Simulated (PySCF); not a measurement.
Molecule: SMILES c1c[cH+]1, [C3H3]+.

Bonds (- single, = double, # triple, : aromatic): C1=C2, C2-C3, C3-C1. C1 carries H4; C2 carries H5; C3 carries H6. Formal charges: C3 +1.

Total charge +1.

Frames of a GFN2-xTB Langevin trajectory at 400 K; GIAO PBE0/pcSseg-1 shieldings in PySCF, gas phase, non-relativistic; equivalent atoms averaged within each frame.

References, each an isolated molecule treated in the same way: ¹³C (σref 186.93), ¹H (σref 31.72) vs TMS. The references are static minima.

Task: How do the shifts (ppm) fluctuate along the trajectory?

Result: 
```csv
time (fs),C1/C2/C3,H4/H5/H6
optimised geometry,187.4,11.12
250,195.4,11.28
425,193.6,11.81
625,195.0,11.67
800,190.9,11.37
1000,192.8,11.73
mean of frames,193.6,11.57
standard deviation,1.8,0.23
```

5 frames give an uncertainty of the mean of about the standard deviation over 2.2 at best, since frames this close in time may not be independent; classical motion lacks zero-point vibration, and the reference would need the same averaging.
